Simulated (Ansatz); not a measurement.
Input file:

```yaml
crystal:
  periodic: [false, false, false]
  atoms:
    - {symbol: Al, position_ang: [0.000000, 0.000000, 1.587667]}
    - {symbol: N, position_ang: [0.000000, 0.000000, -0.204933]}
    - {symbol: C, position_ang: [0.000000, 0.000000, -1.382733]}
basis:
  gaussian: {orbitals: cc-pVDZ}
magnetization: {spin_polarized: true, initial_magnetization: 2}
hamiltonian: {xc: {name: r2SCAN}}
correlation: {method: bccd_t, electrons: outside_noble_gas}
accuracy: high
output: {forces: true}
```

```sh
$ ansatz run in.yaml --threads 1 --pin off --events-out ev --progress --plain --max-ram 2393MiB
```

Output:

```
921 factors; integrals over basis functions are off by at most 2.9e-9 eV
mean field evaluation 1: about -9105.4789 eV, gradient 4.2e1 eV
mean field evaluation 2: about -9105.4816 eV, gradient 4.2e1 eV
mean field evaluation 4: about -9116.5590 eV, gradient 1.9e1 eV
mean field evaluation 8: about -9118.2215 eV, gradient 7.0e-1 eV
mean field evaluation 16: about -9118.2257 eV, gradient 5.8e-4 eV
mean field evaluation 32: about -9117.9928 eV, gradient 2.2e0 eV
mean field evaluation 64: about -9071.3794 eV, gradient 4.6e1 eV
mean field -9118.22565214 eV, -335.0886121609 hartree, gradient 6.9e-8 eV, S^2 2.003609; 2 other end points of the search recorded, 0 dependent functions left out
7 core orbitals not correlated: weight in the atoms' cores, before any rotation towards them, 1.000 or more for the frozen orbitals, at most 0.000 for the correlated occupied ones
reference -9092.63963021 eV, -334.1483431976 hartree; 7, 5 occupied and 32, 34 virtual orbitals, 921 factors
second order -8.28372548 eV of doubles, -0.34613595 eV of singles
cycle   1  -8.14516869 eV  change    4.8e-1 eV  update   1.0e-1
cycle   2  -8.44268440 eV  change   -3.0e-1 eV  update   4.6e-2
cycle   3  -8.53597489 eV  change   -9.3e-2 eV  update   1.5e-2
...
cycle  17  -8.54652665 eV  change    7.6e-8 eV  update   3.8e-7
cycle  18  -8.54652662 eV  change    3.5e-8 eV  update   1.7e-7
cycle  19  -8.54652663 eV  change   -1.3e-8 eV  update   6.2e-8
cycle  20  -8.54652665 eV  change   -1.9e-8 eV  update   3.5e-8
cycle  21  -8.54652627 eV  change    3.8e-7 eV  update   8.3e-8
cycle  22  -8.54652632 eV  change   -4.5e-8 eV  update   2.8e-8
cycle  23  -8.54652629 eV  change    2.2e-8 eV  update   1.1e-8
cycle  24  -8.54652629 eV  change    4.8e-9 eV  update   4.6e-9
cycle  25  -8.54652629 eV  change   -2.3e-9 eV  update   1.8e-9
cycle  26  -8.54652629 eV  change   7.1e-10 eV  update  7.7e-10
perturbative correction -0.39192825 eV, -0.0144030977 hartree
the calculation of the forces begins
Total energy: -9101.57808475 eV, -334.4768253434 hartree
Atom 0 at     0.000000     0.000000     1.587667 Å, force     0.000000    -0.000000     1.138780 eV/Å
Atom 1 at     0.000000     0.000000    -0.204933 Å, force    -0.000000    -0.000000     1.680117 eV/Å
Atom 2 at     0.000000     0.000000    -1.382733 Å, force    -0.000000     0.000000    -2.818896 eV/Å
Dipole moment:    -0.000000     0.000000     0.788250 e Å
```

Forces (eV/Å):
```
Al   0.000  0.000  1.139
N    0.000  0.000  1.680
C    0.000  0.000 -2.819
```

Ran on 1 thread of Arm Neoverse V1, shared host: 38 s wall, 0.32 GiB peak host memory.
